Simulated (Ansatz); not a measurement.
Total energies of the cluster C3H5 from Ansatz at PBE0-D4/def2-TZVP, gas phase (1 Eh = 27.2114 eV = 2625.5 kJ/mol). The reference geometry is relaxed at PBE0-D4/def2-TZVP.

Cartesian coordinates in Å:
```
C -0.4603 -0.0001 0.1150
C -0.0649 -0.7976 -0.9369
C 0.3830 0.7976 0.8575
H -0.7746 -1.4039 -1.4842
H 1.4447 0.8384 0.6404
H -1.5158 -0.0002 0.3785
H 0.0139 1.4037 1.6743
H 0.9741 -0.8380 -1.2446
```

```csv
state,geometry,energy (Eh)
charge 0 doublet,reference,-117.15517
charge 1 singlet,reference,-116.85416
charge 1 singlet,relaxed at PBE0-D4/def2-TZVP,-116.85602
free C atom (triplet),–,-37.80537
free H atom (doublet),–,-0.50104
```

(1) Work out the vertical ionisation energy to the singlet.

(2) How much does the charge 1 singlet relax, and what is the adiabatic ionisation energy?

(3) What is the binding energy per atom against free atoms?

(1) E(charge 1 singlet) − E(charge 0 doublet) = -116.85416 − (-117.15517) = 0.30101 Eh = 8.19 eV. For comparison, −ε of the highest occupied level of the spin that leaves is 5.89 eV at this level, 2.30 eV less.

(2) Relaxation: -116.85416 − (-116.85602) = 0.00186 Eh = 0.05 eV. Adiabatic ionisation energy: 0.29915 Eh = 8.14 eV, without zero-point energy. 

(3) Atoms: 3 × (-37.80537) + 5 × (-0.50104) = -115.92131 Eh. Binding: -115.92131 − (-117.15517) = 1.23386 Eh = 33.58 eV, or 4.20 eV for each of 8 atoms (no zero-point energy, no counterpoise term).

The restricted singlet is unstable towards broken spin symmetry in Hartree–Fock (as tested in another run); at PBE0-D4/def2-TZVP this wasn't settled. 

The structure comes from a short search, and lower isomers may exist.
